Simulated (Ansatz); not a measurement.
Ideal-gas functions of CH$_{4}$FNO$_{2}$, SMILES `NC(O)(O)F` at 298.15 K and 1 bar, from an Ansatz frequency run at PBE0-D4/def2-TZVP.

Molar mass 81.05 g/mol, point group C1 (symmetry number 1), electronic degeneracy 1, moments of inertia 90.954, 93.235, 95.028 u Å². Harmonic wavenumbers (cm⁻¹, unscaled): 219, 317, 369, 428, 496, 571, 587, 602, 855, 879, 982, 1129, 1149, 1315, 1370, 1447, 1648, 3550, 3638, 3827, 3845.

Use S(trans) = R[1.5 ln M + 2.5 ln T − 1.1517]; rotational temperatures θ = 24.2544 K / I; S(rot) = R[ln(√π/σ · √(T³/θAθBθC)) + 1.5]; for each mode x = 1.438777 ν̃/T, S = R[x/(eˣ − 1) − ln(1 − e⁻ˣ)] and H = RT x/(eˣ − 1); 1 cm⁻¹ = 0.0119627 kJ/mol; R = 8.31446 J/(mol·K).

Q: By hand: the entropy, in J/(mol·K).

A: Translation 163.7. Rotation: θ = 0.2667, 0.2601, 0.2552 K, giving 105.1. Vibration, mode by mode: 8.23, 5.55, 4.54, 3.62, 2.80, 2.10, 1.98, 1.87, 0.70, 0.64, 0.42, 0.23, 0.21, 0.11, 0.09, 0.06, 0.03, 0.00, 0.00, 0.00, 0.00, in all 33.2. Electronic 0.0. Sum 302.0 J/(mol·K).

Q: By hand: H − E and G − E in kJ/mol, counted from the electronic energy.

A: Zero-point energy ½ × 29223 × 0.0119627 = 174.8; thermal vibration 6.6; translation, rotation and pV give 4 RT = 9.9. H − E = 191.3 kJ/mol, and G − E = 191.3 − 298.15 × 302.0/1000 = 101.3 kJ/mol.

Vibration gives 11 % of the entropy. The sum counts one conformer and one mirror image; others add a mixing term.
